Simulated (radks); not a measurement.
**Si³⁺ in [Ne] 3s1: an all-electron calculation**

One table from this session's results is given with a row withheld; the runs are named, their logs left out.

Method: non-relativistic Kohn-Sham, PBE, spin-polarised, spherical densities, point nucleus; open shells are filled with parallel spins first. Code: radks (a radial shooting solver on a logarithmic mesh, Libxc functionals) version 1.

### The atom as given

```
element       : silicon (Z = 14)
charge        : +3
electrons     : 11
configuration : [Ne] 3s1
```

Outer shells as boxes (Hund's rule):

Si³⁺
```
[Ne] core
3s [↑ ]
```

The first run:

The run's settings:

```text
Z 14
configuration [Ne] 3s1 3p0 4s0
relativity non-relativistic
functional pbe,pbe
spin polarised
nucleus point
```

Launch:

```sh
> python run_ks.py task.json out
```

This one command runs every case of the session in turn.

One table of the session follows, with a row left open; its other results are not shown here.

It belongs to the step «Shells». Sizes of the orbitals, from the radial functions (bohr):

```
  level     <r>  outermost maximum (interpolated)  90 % within  nodes
  1s up  0.1116                            0.0730        0.199      0
1s down  0.1116                            0.0730        0.199      0
  2s up  0.5682                             0.455        0.895      1
2s down  0.5675                             0.456        0.893      1
  2p up  0.5352                             0.388        0.898      0
2p down  0.5340                             0.387        0.895      0
  3s up   1.843                              1.63         2.72      2
  3p up       ?                                 ?            ?      ?
```

**Question.** Estimate the row for 3p up.

**Answer.** <r>: 2.039; outermost maximum (interpolated): 1.79; 90 % within: 3.06; nodes: 1. In the column «<r>» it is the highest.
